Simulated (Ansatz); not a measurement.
Results of r²SCAN (Ansatz, a first-principles code, plane waves, PAW) for Cu3AsS4 (Pmn2₁, No. 31).

Numerical settings: plane-wave cutoff 560 eV, 6×6×6 k mesh, Fermi–Dirac smearing 0.01 eV, no spin polarisation, scalar-relativistic PAW data made under PBE.

Results at a series of volumes:

| V (Å³/atom) | E − E_lowest (meV/atom) | P (GPa) |
|---|---|---|
| 17.367 | 7.95 | 3.66 |
| 17.729 | 1.91 | 1.72 |
| 18.090 | 0.00 | 0.00 |
| 18.452 | 1.77 | -1.54 |
| 18.814 | 6.81 | -2.90 |

**Question.** Estimate the bulk modulus from the pressures at 17.729 and 18.452 Å³/atom, and compare it with a fit to all energies.

**Answer.** B = −V dP/dV. Between V = 17.729 and 18.452 Å³/atom, dP/dV = (-1.54 − (1.72))/(18.452 − 17.729) = -4.51 GPa per Å³/atom; at the midpoint 18.090 Å³/atom this gives B ≈ 81.6 GPa. The third-order Birch–Murnaghan fit gives V0 = 18.090 Å³/atom, B0 = 81.3 GPa, B′ = 4.8, which lies within 1 % of that estimate.

Shape and atoms are relaxed at each volume.

Note: the bulk modulus comes from volumes at which shape and atoms were relaxed.

The computed numbers hold no vibrational or temperature effects.

It cost around 2.7 core-hours (rough) of CPU time.
